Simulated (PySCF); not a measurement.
# Neon: a sound run and one with changed settings

Sound run: Ne [Ne], Ne⁺ [He] 2s2 2p5. All numbers are calculated (PySCF 2.14, the spin-free X2C one-electron Hamiltonian (Gaussian nucleus), in x2c-SVPall (3s2p1d, 14 functions)). In the sound run the correlated levels freeze 1s2. The sound run starts from symmetry-adapted Hartree-Fock orbitals and uses a fine grid where one is needed.

Changed run: a valence shell is frozen. This setting is unsound on purpose.

```
species   method  sound run (hartree)  changed run (hartree)  converged
     Ne      MP2           -128.69586             -128.65238        yes
     Ne  CCSD(T)           -128.70060             -128.65664        yes
    Ne⁺      MP2           -127.91498             -127.86976        yes
    Ne⁺  CCSD(T)           -127.92667             -127.87669        yes
```

Ionisation energy of Ne:

```csv
method,sound run (eV),changed run (eV)
UHF,19.790,19.790
MP2,21.249,21.296
SCS-MP2,21.121,21.212
CCSD,21.060,21.219
CCSD(T),21.060,21.224
```

Freezing a valence shell removes pair correlation that changes on ionisation.

For comparison, NIST gives 21.565 eV between the lowest levels.
